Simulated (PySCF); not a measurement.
# Core-level binding energies of AlH2(SMe)

AlH2(SMe), CH₅AlS.
Geometry (PBE0-D3(BJ)/def2-SVP, Å), atoms numbered from 1 in this order:
```xyz
8
CH5AlS angstrom
Al     0.5196    1.3367   -1.0135
H      1.7505    1.3637   -0.0104
H      0.3203    2.3249   -2.2346
S     -1.0241   -0.1731   -0.7281
C     -0.4644   -1.0651    0.7685
H      0.5908   -1.3605    0.6980
H     -1.0791   -1.9712    0.8504
H     -0.6136   -0.4555    1.6696
```

The calculation used delta-SCF UKS SCAN, pcX-2 on the ionised atom, pcseg-1 elsewhere, spin-free X2C (PySCF). Vertical ΔSCF values, vacuum level as zero.

What binding energy does each computed site have?

```
atom(s)  bonded to  level  binding energy (eV)  count
     S4   C and Al   S 1s              2476.46      1
    Al1  S and 2 H  Al 1s              1567.04      1
     C5  S and 3 H   C 1s               291.44      1
```

What is the longest wavelength that can ionise S 1s of S4 vertically?

λ = hc/E = 12398.42 eV Å / 2476.46 eV = 5.007 Å.

Not every level is listed. Isolated species at its PBE0-D3(BJ)/def2-SVP geometry (one conformer only).
